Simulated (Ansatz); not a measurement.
Species: HO, charge 1, multiplicity 3. SMILES of the parent species: [OH]

Atoms: O1, H2. Bonds: O1-H2.

Bond lengths (Å) and angles (degrees) optimised at HF/STO-3G with Ansatz (an electronic-structure program); HF/3-21G with Ansatz; PBE/6-31G* with Ansatz; B3LYP/6-31G* with Ansatz, each started from the B3LYP-D3(BJ)/def2-TZVP structure (Ansatz) of the last column. A row stands for all coordinates that are equal there. 6-31G* holds six Cartesian d functions.

```csv
coordinate,HF/STO-3G,HF/3-21G,PBE/6-31G*,B3LYP/6-31G*,B3LYP-D3(BJ)/def2-TZVP
O1-H2,1.083,1.049,1.053,1.044,1.041
```

Mean signed difference of all 1 bond lengths from B3LYP-D3(BJ)/def2-TZVP: HF/STO-3G 0.043 Å, HF/3-21G 0.009 Å, PBE/6-31G* 0.012 Å, B3LYP/6-31G* 0.003 Å.
